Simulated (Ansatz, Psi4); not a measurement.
## A small benchmark: dipole moment

6 molecules; the dipole moment in D, computed less measured. Shapes, held fixed at every level: PBE0-D4/def2-TZVP. No vibrational averaging. Dipoles are compared by magnitude; molecules under 1 D, whose direction can flip, are left out. Programs: Psi4 1.11. Measured values: NIST CCCBDB.

Levels: A = PBE0-D4/def2-TZVP (density fitting); B = B3LYP-D4/def2-TZVPP (density fitting); C = PBE0-D4/def2-TZVPP (density fitting).

```json
{"molecule": "HCl (hydrogen chloride)", "measured": "1.08", "A": "+0.18", "B": "+0.11", "C": "+0.13"}
{"molecule": "H2O (water)", "measured": "1.85", "A": "+0.22", "B": "+0.09", "C": "+0.09"}
{"molecule": "H2CO (formaldehyde)", "measured": "2.33", "A": "-0.02", "B": "-0.02", "C": "-0.02"}
{"molecule": "NH3 (ammonia)", "measured": "1.47", "A": "+0.23", "B": "+0.13", "C": "+0.14"}
{"molecule": "CH3Cl (SMILES CCl)", "measured": "1.87", "A": "+0.05", "B": "+0.01", "C": "+0.03"}
{"molecule": "CH3F (SMILES CF)", "measured": "1.85", "A": "-0.06", "B": "-0.06", "C": "-0.07"}
```

**Question.** Sum up the errors.

**Answer.** 
| level | kind | mean error | mean absolute error | worst case |
| --- | --- | --- | --- | --- |
| PBE0-D4/def2-TZVP (density fitting) | global hybrid | +0.100 | 0.127 | NH3 |
| B3LYP-D4/def2-TZVPP (density fitting) | global hybrid | +0.043 | 0.070 | NH3 |
| PBE0-D4/def2-TZVPP (density fitting) | global hybrid | +0.050 | 0.080 | NH3 |

On this set B3LYP-D4/def2-TZVPP (density fitting) has the smallest mean absolute error and PBE0-D4/def2-TZVP (density fitting) the largest. PBE0-D4/def2-TZVP (density fitting) is too high in 4 of 6; B3LYP-D4/def2-TZVPP (density fitting) is too high in 4 of 6; PBE0-D4/def2-TZVPP (density fitting) is too high in 4 of 6. The levels differ in basis as well as in method. The tabulated value of HCl is in doubt (older tables, estimates, or at odds with other calculations) and kept here. Over the 5 molecules whose values aren't doubted the mean absolute errors are A 0.116; B 0.062; C 0.070. The smallest two are near a tie. The set is small.
